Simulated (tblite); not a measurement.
Compound: PMe2PMe2, C4H12P2.
SMILES with atom numbers: `[CH3:1][P:2]([CH3:3])[P:4]([CH3:5])[CH3:6]` (hydrogens: H7, H8, H9 on C1; H10, H11, H12 on C3; H13, H14, H15 on C5; H16, H17, H18 on C6)

Cartesian coordinates in Å at the GFN2-xTB level; atoms count from 1:
```xyz
18
C4H12P2 angstrom
C      1.9872    1.1024   -0.0036
P      0.6452    0.1734    0.8765
C      1.4705   -1.4873    0.8864
P     -0.6447   -0.1699   -0.8744
C     -1.9872   -1.1025    0.0015
C     -1.4723    1.4895   -0.8861
H      1.6536    2.1169   -0.2123
H      2.2577    0.6090   -0.9360
H      2.8577    1.1534    0.6489
H      2.3409   -1.4369    1.5391
H      1.7821   -1.7753   -0.1166
H      0.7855   -2.2341    1.2830
H     -2.8569   -1.1510   -0.6523
H     -2.2600   -0.6144    0.9360
H     -1.6540   -2.1181    0.2060
H     -0.7870    2.2359   -1.2831
H     -1.7859    1.7790    0.1158
H     -2.3413    1.4364   -1.5406
```

Level: GFN2-xTB in tblite, geometry and Hessian alike; calculated harmonic values, unscaled, isolated species. The method is semi-empirical: single wavenumbers can be off by several per cent or more. One conformer, not necessarily the lowest.

Harmonic wavenumbers (cm⁻¹): 42.5, 131.6, 135.3, 150.3, 155.9, 187.4, 195.8, 214.9, 236.5, 271.0, 304.3, 481.1, 698.5, 710.0, 728.5, 744.0, 821.6, 822.8, 846.8, 864.9, 882.7, 911.9, 932.6, 946.5, 1313.1, 1314.5, 1318.0, 1318.9, 1435.0, 1440.9, 1446.2, 1450.3, 1450.4, 1457.7, 1458.8, 1466.1, 2988.3, 2989.8, 2992.0, 2992.7, 2998.1, 2999.4, 3003.7, 3004.6, 3013.9, 3015.2, 3017.8, 3019.0.

A = 3095, B = 1754, C = 1315 MHz; mass 122.041 u (most abundant isotopes); point group C2h, symmetry number 2.

Zero-point energy?

Half the sum of the wavenumbers: 32661 cm⁻¹ = 390.71 kJ/mol.

Give the ideal-gas entropy at 273.15 K and 1 bar in the rigid-rotor, harmonic-oscillator model (classical rotation).

Translation 166.95, rotation 111.14, vibration 117.87: S = 396.0 J/(mol K).

And Cp and H(273.15 K) − H(0)?

Cp = 151.14 J/(mol K), of which vibrations give 117.88 (their classical limit is 48 R = 399.1); H(273.15 K) − H(0) = 26.40 kJ/mol without the zero-point energy, 17.31 from vibrations.

Which modes carry the vibrational entropy at 273.15 K?

42.5 cm⁻¹: 20.78; 131.6 cm⁻¹: 11.53; 135.3 cm⁻¹: 11.30; 150.3 cm⁻¹: 10.47; 155.9 cm⁻¹: 10.18; 187.4 cm⁻¹: 8.75 J/(mol K); the other 42 give 44.86 together.

Blend soft modes into free rotors: weight 1/[1 + (100 cm⁻¹/ν̃)⁴] for the oscillator and the rest for a rotor with moment μB/(μ + B), μ = h/(8π²ν), B = 10⁻⁴⁴ kg m². What vibrational entropy results?

111.91 J/(mol K) in place of 117.87, which changes −T·S at 273.15 K by +1.63 kJ/mol.

How do the functions run with temperature in this model?

| T (K) | S (J/(mol K)) | Cp (J/(mol K)) | H − H(0) (kJ/mol) | G − H(0) (kJ/mol) | ln q(vib) |
| --- | --- | --- | --- | --- | --- |
| 150 | 319.8 | 107.6 | 10.47 | -37.49 | 3.01 |
| 250 | 382.9 | 142.8 | 22.99 | -72.74 | 5.90 |
| 298.15 | 409.6 | 160.1 | 30.29 | -91.83 | 7.25 |
| 400 | 461.6 | 194.7 | 48.39 | -136.24 | 9.99 |
| 600 | 551.4 | 248.8 | 93.04 | -237.77 | 15.07 |
| 900 | 663.5 | 304.1 | 176.56 | -420.56 | 21.99 |

q(vib) and H(0) count from the zero-point level.

Hindered rotation and anharmonicity are outside this model. Other conformers, if any are populated, would add a mixing term that is left out.
